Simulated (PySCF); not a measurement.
A structure optimised at B3LYP-D3(BJ)/def2-TZVP, used in a PySCF frequency run:

```
Si
H 1 1.4834
H 1 1.4834 2 108.30
H 1 1.4834 2 108.30 3 -117.24
C 1 1.8761 2 110.62 4 -121.38
H 5 1.0915 1 110.88 2 60.00
H 5 1.0915 6 108.03 1 -121.69
H 5 1.0915 6 108.03 7 -116.63
```

Problem. Write its SMILES, formula and point group.

Solution. C[SiH3], CH6Si, C3v

Problem. What are its rotational constants (standard atomic weights)?

Solution. 56.314, 10.903, 10.903 GHz
